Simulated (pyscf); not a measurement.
O=Ru(=O)(=O)=O + hydrogen (H₂) -> O=Ru(=O)(OH)–OH [singlet], an addition across a multiple bond or ene-type step (singlet surface; H–H broken, H–O, H–O formed). Structures and frequencies: ωB97X-D3(BJ)/def2-SVP in PySCF. Energies in eV from the separated reactants.

Small-basis levels: PySCF, no dispersion term, spherical d functions. AM1 to PM7: differences of heats of formation from MOPAC, which are fitted to 298 K values and so differ in kind from electronic energies by zero-point and thermal terms. GFN2-xTB: tblite. Cost: rough CPU time at the saddle relative to B3LYP/6-31G*+LANL2DZ, from one job on a shared machine.

```tsv
level	barrier	reaction energy	cost
HF/6-31G*+LANL2DZ	0.50	-6.65	0.2
SVWN5/6-31G*+LANL2DZ	-0.19	-2.43	1
BP86/6-31G*+LANL2DZ	0.30	-2.02	2
PBE/6-31G*+LANL2DZ	0.26	-2.05	2
B3LYP/6-31G*+LANL2DZ	0.37	-2.95	1
M06-2X/6-31G*+LANL2DZ	0.27	-4.20	3
PBE/def2-SVP	0.33	-1.74	2
GFN2-xTB	-0.71	-3.70	under 0.02
PM7	1.11	+1.14	under 0.02
ωB97M-D3(BJ)/def2-TZVP	0.55	-3.23	–
```

Against the last row the barrier runs from -1.25 (GFN2-xTB) to +0.56 eV (PM7). At SVWN5/6-31G*+LANL2DZ, GFN2-xTB, PM7 this geometry lies under one side, so the entry may be no barrier of that level: it is a single point on another level's saddle. ωB97M-D3(BJ)/def2-TZVP has limits of its own. On the product side the descent ends in a point that may be a rotor saddle (no frequency run), 0.16 eV over the lowest minimum found and 3.52 eV under the saddle at ωB97X-D3(BJ)/def2-TZVP. One saddle was located; it need not be the lowest between these sides. In the def2 sets elements past Kr carry core potentials, without spin-orbit coupling.
